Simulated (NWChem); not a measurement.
# BSiH2F (SMILES B[Si]F) at USOGGA11-X/STO-3G (density fitting with weigend coulomb fitting)

Aim: the energy change on altering one bond length of BSiH2F at USOGGA11-X/STO-3G (density fitting with weigend coulomb fitting), from 2 runs. 

The calculation is run with NWChem 7.3.0.

2 further runs of the same task are left out: 1 that didn't finish, 1 set aside as unsound or not needed.

### 1 The structure to begin with

BSiH2F: 5 atoms, total charge 0, spin state triplet. SMILES: `B[Si]F`. The shape is that of a GFN2-xTB optimisation.

Bond lengths: B1–Si2 1.877 Å, Si2–F3 1.654 Å, B1–H4 1.171 Å, B1–H5 1.174 Å. Angles: B1–Si2–F3 118.5°, Si2–B1–H4 120.0°, Si2–B1–H5 119.8°, H4–B1–H5 120.2°.

### 2 Energy and forces at USOGGA11-X/STO-3G (density fitting with weigend coulomb fitting)

File mol.nw:

```
start mol
title "BFH2Si"
memory 2200 mb
charge 0
geometry noautosym nocenter noautoz
 B      0.234950     0.685700    -0.124130
 Si    -0.890020    -0.807470    -0.293660
 F     -0.519870    -2.176130     0.558950
 H     -0.000350     1.667090    -0.717680
 H      1.175290     0.630810     0.576520
end
basis spherical
 * library STO-3G
end
basis "cd basis" spherical
 * library "weigend coulomb fitting"
end
dft
 xc sogga11-x
 mult 3
 grid coarse
 maxiter 200
 print low
end
task dft gradient
```

Command:

```
$ nwchem mol.nw > mol.out
```

The program printed:

```text
[...]
 d= 0,ls=0.0,diis     1   -410.0908132362 -4.91D+02  3.59D-02  7.52D-02     0.2
[...]
 d= 0,ls=0.0,diis    11   -410.1896632242 -1.64D-08  3.57D-06  6.25D-10     0.9
[...]
         Total DFT energy =     -410.189663224203
      One electron energy =     -732.588396591825
           Coulomb energy =      278.042372007994
    Exchange-Corr. energy =      -36.473876087941
 Nuclear repulsion energy =       80.830237447569
[...]
      <S2> =      2.0021 (Exact =     2.0000)
[...]
                         DFT ENERGY GRADIENTS
    atom               coordinates                        gradient
                 x          y          z           x          y          z
   1 B       0.443991   1.295785  -0.234572   -0.002699   0.000479  -0.001993
   2 Si     -1.681894  -1.525897  -0.554937   -0.001496   0.009588  -0.005169
   3 F      -0.982412  -4.112289   1.056262    0.000505  -0.015353   0.006905
   4 H      -0.000661   3.150343  -1.356219    0.000086   0.004375  -0.001912
   5 H       2.220976   1.192058   1.089465    0.003603   0.000911   0.002168
 Task  times  cpu:        1.1s     wall:        1.1s
 Total times  cpu:        1.2s     wall:        1.2s
```

It took 1.7 s on 1 thread of INTEL XEON PLATINUM 8581C at 2.30GHz (Emerald Rapids), shared host; peak memory 0.11 GiB.

### 3 The distorted shape, same level

File geom.nw:

```
start geom
memory 2200 mb
charge 0

geometry units angstroms noautosym nocenter noautoz
  B     0.142413    1.027865   -0.337282
  Si   -0.982558   -0.465305   -0.506812
  F    -0.519870   -2.176130    0.558950
  H    -0.092887    2.009255   -0.930832
  H     1.082752    0.972975    0.363368
end

basis spherical
  * library STO-3G
end

basis "cd basis" spherical
  * library "weigend coulomb fitting"
end

dft
  xc sogga11-x
  mult 3
  grid coarse
  iterations 200
end

task dft gradient
```

Command:

```
$ nwchem geom.nw > geom.out
```

The program printed:

```text
[...]
          Wavefunction type:  spin polarized.
          No. of atoms     :     5
          No. of electrons :    30
[...]
          Charge           :     0
          Spin multiplicity:     3
[...]
          AO basis - number of functions:    21
[...]
              XC Information
              --------------
                    SOGGA11-X Method XC Functional
                     Hartree-Fock (Exact) Exchange  0.402
                     SOGGA11-X gradient correction  1.000
                   SOGGA11-X Correlation Potential  1.000
[...]
 d= 0,ls=0.0,diis     1   -409.9002752644 -4.82D+02  9.75D-02  1.00D-01     0.2
[...]
 d= 0,ls=0.0,diis    15   -410.1185897325 -3.17D-09  1.88D-06  7.01D-12     1.1
[...]
         Total DFT energy =     -410.118589732489
      One electron energy =     -714.963792549103
           Coulomb energy =      269.508522934713
    Exchange-Corr. energy =      -36.407464377640
 Nuclear repulsion energy =       71.744144259541
[...]
      <S2> =      2.0238 (Exact =     2.0000)
[...]
  wavefunction    = open shell
                         DFT ENERGY GRADIENTS
    atom               coordinates                        gradient
                 x          y          z           x          y          z
   1 B       0.269122   1.942383  -0.637371   -0.001395   0.001464  -0.001476
   2 Si     -1.856765  -0.879299  -0.957736   -0.023278   0.088453  -0.054642
   3 F      -0.982412  -4.112289   1.056262    0.022923  -0.091621   0.055718
   4 H      -0.175531   3.796941  -1.759017   -0.001064   0.002294  -0.001840
   5 H       2.046105   1.838656   0.686666    0.002813  -0.000591   0.002240
[...]
```

It took 1.9 s on 1 thread of INTEL XEON PLATINUM 8581C at 2.30GHz (Emerald Rapids), shared host; peak memory 0.11 GiB.

### 4 Summary of results

At USOGGA11-X/STO-3G (density fitting with weigend coulomb fitting):

| quantity | value |
| --- | --- |
| first shape: total energy | -410.18966 Eh |
| first shape: ⟨S²⟩ | 2.002 |
| first shape: largest force on an atom | 0.866 eV/Å |
| distorted shape: total energy | -410.11859 Eh |
| distorted shape: dipole moment | 1.56 D |
| distorted shape: HOMO energy (highest over α and β) | -3.88 eV |
| distorted shape: LUMO energy (lowest over α and β) | 0.30 eV |
| distorted shape: ⟨S²⟩ | 2.024 |
| distorted shape: largest force on an atom | 5.639 eV/Å |
| energy change with the Si2–F3 bond stretched from 1.654 to 2.068 Å | 1.934 eV |

In words: With the Si2–F3 bond stretched from 1.654 to 2.068 Å the energy rises by 1.93 eV (45 kcal/mol). The first shape isn't relaxed at this level, so the change isn't measured from a minimum. The minimal basis adds a large error of its own. The largest force (first shape) is 0.87 eV/Å: the shape isn't a stationary point for this species at this level.
